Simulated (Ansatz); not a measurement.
Energy profile

The step: BH₃S ([BH2][SH]) + NH₃ → BNH₄ ([BH2][NH2]) + H₂S; bonds formed: S2–H5; dative contacts that become bonds: B1–N6; bonds broken: B1–S2, H5–N6 (atoms numbered as in the saddle structure below).

```xyz
9
angstrom
B -0.6951 0.0613 -0.3853
S 1.2687 0.1378 -1.2963
H -1.2434 -0.7597 -1.0658
H -1.0954 1.1907 -0.4164
H 1.0668 -0.3599 0.1060
N -0.1808 -0.4528 0.9570
H 1.5977 1.3711 -0.8786
H -0.4894 -1.3716 1.2397
H -0.2290 0.1832 1.7397
```

Electronic energies by CCSD(T) at an estimated basis limit (MP2 extrapolated from triple and quadruple zeta, plus CCSD(T) − MP2 in triple zeta), on PBE0-D4/def2-TZVP structures; BNH₆S, singlet; no counterpoise correction. Ansatz 0.2.0; basis: def2-TZVPP and def2-QZVPP; cores frozen in the correlated methods. Extrapolation: Hartree–Fock as exp(−7.88 √X), correlation as X^−2.97.

(1) Give the profile in kcal/mol, counted from the separated reactants. (An estimate is asked for; the value comes from the calculation.)

No T1 diagnostic of these runs exceeds 0.015.

## Answers

(1) The calculation gives:
```
                                                                                              point  kcal/mol
 separated: BH₃S (linked as [BH2][SH]; B1, S2, H3, H4, H7; singlet) + NH₃ (H5, N6, H8, H9; singlet)      0.00
                                                                                    start structure    -20.38
                                                                                             saddle     11.41
                                                                                      end structure    -13.42
separated: BNH₄ (linked as [BH2][NH2]; B1, H3, H4, N6, H8, H9; singlet) + H₂S (S2, H5, H7; singlet)    -10.67
```

For scale, one of the runs: CCSD(T)/def2-TZVPP, 188 basis functions, launched by `ansatz run in.yaml --threads 2 --pin off --events-out ev --progress --plain --max-ram 4352MiB`. The run took 43 s on 2 CPU threads of an Arm Neoverse V1 (shared host), with 2 GiB of host memory at its peak.
